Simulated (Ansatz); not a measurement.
# H2O (water): levels of theory compared

Wanted: a comparison of 6 runs (UPBE/3-21G, B3LYP/6-31G*, RPA@PBE/6-31G*, CCSDTQ/3-21G, CCSDTQ/6-31G*, FCI/6-31G*) of H2O (water). 

The results are computed with Ansatz 0.2.0.

67 further runs of the same task are left out: 1 that didn't finish, 66 set aside as unsound or not needed.

**1. The structure to begin with**

H2O has 3 atoms, charge 0, and is taken as a singlet. SMILES: `O`. The H3–O1 distance was set to 2.399 Å, away from the relaxed value. At this shape a bond of the SMILES string is far longer than usual.

Bond lengths: O1–H2 0.960 Å.

**2. A single-point energy at UPBE/3-21G (run 1)**

Input file run.yaml:

```yaml
basis:
  gaussian:
    orbitals: 3-21G.json
crystal:
  periodic: [false, false, false]
  atoms:
    - {symbol: O, position_ang: [-0.511050, 1.623402, -0.089450]}
    - {symbol: H, position_ang: [0.258150, 1.971602, 0.366450]}
    - {symbol: H, position_ang: [-0.163800, -0.748600, -0.174700]}
magnetization:
  spin_polarized: true
  initial_magnetization: 0
hamiltonian:
  xc: {name: PBE}
accuracy: high
```

The basis set 3-21G is read from a file made from the Basis Set Exchange's data (not shown).

Launch:

```
$ ansatz run run.yaml --threads 1 --pin off --max-ram 2610MiB --events-out events.jsonl --progress --plain --runs-dir runs
```

What it wrote:

```text
Warning: RAYON_NUM_THREADS=1 ignored (pool sized by the plan → 1); use --threads N
Functional definition: PBE
  name "PBE"
  parameter kappa = 0.804
  parameter beta = 0.06672455060314922
  exchange = pbe_x(kappa = kappa, mu = beta*pi^2/3)
  correlation = pbe_c(beta = beta)
183 factors; integrals over basis functions are off by at most 5.4e-9 eV
mean field evaluation 1: about -2047.1594 eV, gradient 4.6e1 eV
mean field evaluation 2: about -2015.2560 eV, gradient 8.6e1 eV
mean field evaluation 4: about -2050.5530 eV, gradient 3.1e1 eV
mean field evaluation 8: about -2051.8897 eV, gradient 3.0e1 eV
mean field evaluation 16: about -2059.5705 eV, gradient 5.3e-9 eV
mean field evaluation 32: about -2060.3160 eV, gradient 6.0e-8 eV
mean field evaluation 64: about -2060.0612 eV, gradient 3.0e0 eV
mean field evaluation 96: about -2060.3108 eV, gradient 3.6e-1 eV
mean field -2060.31604809 eV, -75.7152182349 hartree, gradient 6.0e-8 eV, S^2 0.851265; 8 other end points of the search recorded, 0 dependent functions left out
reference -2060.31604939 eV, -75.7152182826 hartree; 5, 5 occupied and 8, 8 virtual orbitals, 183 factors
Total energy: -2060.31604939 eV, -75.7152182826 hartree
```

Wall time 3.6 s (1 thread of Arm Neoverse N1, shared host).

**3. The energy at B3LYP/6-31G(d) (spherical functions) (run 2)**

Input file input.yaml:

```yaml
crystal:
  periodic: [false, false, false]
  atoms:
    - {symbol: O, position_ang: [-0.511050, 1.623402, -0.089450]}
    - {symbol: H, position_ang: [0.258150, 1.971602, 0.366450]}
    - {symbol: H, position_ang: [-0.163800, -0.748600, -0.174700]}
basis:
  gaussian: {orbitals: 6-31G_st_-spherical.json}
hamiltonian: {xc: {name: B3LYP}}
total_charge: 0
accuracy: high
```

The basis set 6-31G* is read from a file made from the Basis Set Exchange's data (not shown).

Launch:

```
$ ansatz run input.yaml --threads 1 --pin off --max-ram 2610MiB --events-out events.jsonl --progress --plain --runs-dir runs
```

What it wrote:

```text
Warning: RAYON_NUM_THREADS=1 ignored (pool sized by the plan → 1); use --threads N
Functional definition: B3LYP
  name "B3LYP"
  parameter a0 = 0.2
  parameter ax = 0.72
  parameter ac = 0.81
  exchange = (1 - a0 - ax)*slater_x + ax*b88_x + a0*exact_x
  correlation = (1 - ac)*vwn_rpa_c + ac*lyp_c
300 factors; integrals over basis functions are off by at most 3.3e-9 eV
mean field evaluation 1: about -2060.8057 eV, gradient 6.4e1 eV
mean field evaluation 2: about -2026.9740 eV, gradient 1.3e2 eV
mean field evaluation 4: about -2068.4797 eV, gradient 3.5e1 eV
mean field evaluation 8: about -2072.8683 eV, gradient 7.8e0 eV
mean field evaluation 16: about -2073.0652 eV, gradient 7.7e-9 eV
mean field -2073.06516943 eV, -76.1837398024 hartree, gradient 8.2e-9 eV, S^2 0.000000; 0 other end points of the search recorded, 0 dependent functions left out
reference -2073.06519305 eV, -76.1837406705 hartree; 5, 5 occupied and 13, 13 virtual orbitals, 300 factors
Total energy: -2073.06519305 eV, -76.1837406705 hartree
```

Wall time 0.75 s (1 thread of Arm Neoverse N1, shared host).

Runs 3 to 5 aren't shown in full; the table further down has their settings and results.

**4. The energy at FCI/6-31G(d) (spherical functions) (run 6)**

Input file in.yaml:

```yaml
crystal:
  periodic: [false, false, false]
  atoms:
    - symbol: O
      position_ang: [-0.511050, 1.623402, -0.089450]
    - symbol: H
      position_ang: [0.258150, 1.971602, 0.366450]
    - symbol: H
      position_ang: [-0.163800, -0.748600, -0.174700]
basis:
  gaussian:
    orbitals: 6-31G_st_-spherical.json
correlation:
  method: fci
  frozen_orbitals: {H: 0, O: 1}
accuracy: high
```

The basis set 6-31G* is read from a file made from the Basis Set Exchange's data (not shown).

Launch:

```
$ ansatz run in.yaml --threads 1 --pin off --max-ram 2610MiB --events-out events.jsonl --progress --plain --runs-dir runs
```

What it wrote, shortened:

```text
Warning: RAYON_NUM_THREADS=1 ignored (pool sized by the plan → 1); use --threads N
Functional definition: HF
  name "HF"
[...]
300 factors; integrals over basis functions are off by at most 3.3e-9 eV
[...]
mean field -2060.44750703 eV, -75.7200492619 hartree, gradient 1.3e-8 eV, S^2 0.000000; 0 other end points of the search recorded, 0 dependent functions left out; unrestricted orbitals would lower it
unrestricted determinant -2064.79913534 eV, -75.8799686528 hartree, S^2 0.9813
1 core orbitals not correlated: weight in the atoms' cores, before any rotation towards them, 1.000 or more for the frozen orbitals, at most 0.000 for the correlated occupied ones
reference -2060.44750703 eV, -75.7200492619 hartree; 4, 4 occupied and 13, 13 virtual orbitals, 300 factors
state -2069.14319514 eV, -76.0396099059 hartree
Total energy: -2069.14319514 eV, -76.0396099059 hartree
```

Wall time 22 s (1 thread of Arm Neoverse N1, shared host); peak memory 0.31 GiB.

**5. Overview of the runs**

```
run                                 level  frozen core orbitals  energy (Eh)  wall time
  1                            UPBE/3-21G                     –   -75.715218      3.6 s
  2    B3LYP/6-31G* (spherical functions)                     –   -76.183741     0.75 s
  3  RPA@PBE/6-31G* (spherical functions)                     1   -76.108563     0.99 s
  4                          CCSDTQ/3-21G                     1   -75.567017      3.6 s
  5   CCSDTQ/6-31G* (spherical functions)                     1   -76.039504       14 s
  6      FCI/6-31G* (spherical functions)                     1   -76.039610       22 s
```

**6. Results**

| quantity | value |
| --- | --- |
| run 6: total energy | -76.03961 Eh |
| run 6: correlation energy (1 core orbital frozen) | -319.6 mEh |

In words: Against full CI in this basis: CCSDTQ +0.1 mEh. Totals of different functionals can't be ranked against each other. In runs 3, 4, 5 the log says that unrestricted orbitals would lower the reference, so the values rest on an unstable closed-shell determinant (other closed-shell runs at this shape may share the fault). In runs 2, 3 a closed-shell determinant meets a far-stretched bond, which it describes badly. Spin contamination of the reference: run 1 ⟨S²⟩ = 0.85. Where it is this large, the reference is a mixture of spin states, and values that rest on it are in doubt. All runs together took 45 s, the longest 22 s.
